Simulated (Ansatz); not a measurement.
The input, for Ansatz 0.2.0:

```yaml
crystal:
  periodic: [false, false, false]
  atoms:
    - {symbol: P, position_ang: [0.000000, -0.744588, 1.759041]}
    - {symbol: Ge, position_ang: [0.000000, 0.588281, 0.024091]}
    - {symbol: P, position_ang: [0.000000, -0.643960, -1.905161]}
    - {symbol: H, position_ang: [0.000000, 0.273623, 2.754085]}
basis:
  gaussian: {orbitals: cc-pVDZ}
magnetization: {spin_polarized: false, initial_magnetization: 5}
correlation: {method: mp2, electrons: outside_noble_gas}
nroots: 3
output: {forces: true}
```

```sh
$ ansatz run in.yaml --threads 1 --pin off --events-out ev --progress --plain --max-ram 2393MiB
```

Problem. One thing in this input was set wrong on purpose, beside settings that are merely unusual. What is the gravest fault, and what does the program do?

Solution. Unknown input key. How the run ends: refused.
```
Error: YAML parse error: error: line 12 column 1: unknown field `nroots`, expected one of crystal, accuracy, basis, kpoints, hamiltonian, magnetization, projection, total_charge, correlation, batch, efield, external_charges, scf, relax, neb, saddle, md, ramp, phonons, dielectric, real_time, elastic, magnetic_configurations, gw, evaluate, workflow, output, checkpoint, execution
  --> <input>:12:1
   |
10 | magnetization: {spin_polarized: false, initial_magnetization: 5}
11 | correlation: {method: mp2, electrons: outside_noble_gas}
12 | nroots: 3
   | ^ unknown field `nroots`, expected one of crystal, accuracy, basis, kpoints, hamiltonian, magnetization, projection, total_charge, correlation, batch, efield, external_charges, scf, relax, neb, saddle, md, ramp, phonons, dielectric, real_time, elastic, magnetic_configurations, gw, evaluate, workflow, output, checkpoint, execution
13 | output: {forces: true}
   |
```
